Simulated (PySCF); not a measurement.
# Cl2⁻ with other numerical set-ups

Which parts of the numerical set-up matter for Cl2⁻? Each run edits the base script.

Computed with PySCF 2.14.0. Level: each script names its method and basis.

### Step 1. Where the work starts

Cl2⁻: 2 atoms, charge -1, spin multiplicity 2.

Bond lengths: Cl1–Cl2 2.040 Å.

### Step 2. The run that the others are compared with

input.py

```python
from pyscf import gto, dft

mol = gto.M(
    atom='Cl 0 0 0; Cl 0 0 2.04',
    basis='ano-rcc-vdzp',
    charge=-1,
    spin=1,
    verbose=4,
)
mf = dft.UKS(mol, xc='lda,vwn')
mf = mf.sfx2c1e()
mf.kernel()
mf.dip_moment()
print('orbital energies (hartree):', [e[max(0, n-3):n+3].round(4) for e, n in zip(mf.mo_energy, mol.nelec)])
```

Command:

```bash
> OMP_NUM_THREADS=1 python input.py
```

Its log is not repeated here.

In short: E(SCF) = -920.276586 Eh, 7 cycles, ⟨S²⟩ = 0.751.

The bond length is a typed value, not an optimised one. The dipole of an ion depends on the origin.

### Step 3. Integration grid 6

Variant 1 changes integration grid: default → 6.

input.py

```python
from pyscf import gto, dft

mol = gto.M(
    atom='Cl 0 0 0; Cl 0 0 2.04',
    basis='ano-rcc-vdzp',
    charge=-1,
    spin=1,
    verbose=4,
)
mf = dft.UKS(mol, xc='lda,vwn')
mf = mf.sfx2c1e()
mf.grids.level = 6
mf.kernel()
mf.dip_moment()
print('orbital energies (hartree):', [e[max(0, n-3):n+3].round(4) for e, n in zip(mf.mo_energy, mol.nelec)])
```

Command:

```bash
> OMP_NUM_THREADS=1 python input.py
```

### Step 4. Integration grid 4

Variant 2 changes integration grid: default → 4.

Edit input.py of step 2 so:

```diff
@@ -11,2 +11,3 @@
 mf = mf.sfx2c1e()
+mf.grids.level = 4
 mf.kernel()
```

### Step 5. Jorge-dzp-dkh

Variant 3 changes basis set: ano-rcc-vdzp → jorge-dzp-dkh.

Edit input.py of step 2 so:

```diff
@@ -4,3 +4,3 @@
     atom='Cl 0 0 0; Cl 0 0 2.04',
-    basis='ano-rcc-vdzp',
+    basis='jorge-dzp-dkh',
     charge=-1,
```

Before running it: what results should come out? Wanted: for each run, E(SCF); from base; gap, α spin.

The runs gave:

```csv
run,E(SCF) (hartree),from base (eV),cycles,"gap, α spin (eV)",functions
base,-920.276586,0,7,8.27,36
integration grid 6,-920.276584,0.0000,7,8.27,36
integration grid 4,-920.276584,0.0000,7,8.27,36
jorge-dzp-dkh,-920.263464,+0.3571,7,11.22,48
```

The highest filled level of this anion is positive, so the basis alone holds the extra electron and these numbers hang on it. The SCF energy stays the same, to the digits that matter, with integration grid 6 or integration grid 4. jorge-dzp-dkh (48 functions) gives an energy 0.36 eV higher than ano-rcc-vdzp (36); size alone doesn't order basis sets of different families. With integration grid 6, integration grid 4 the path hardly changes: 7 cycles against 7.
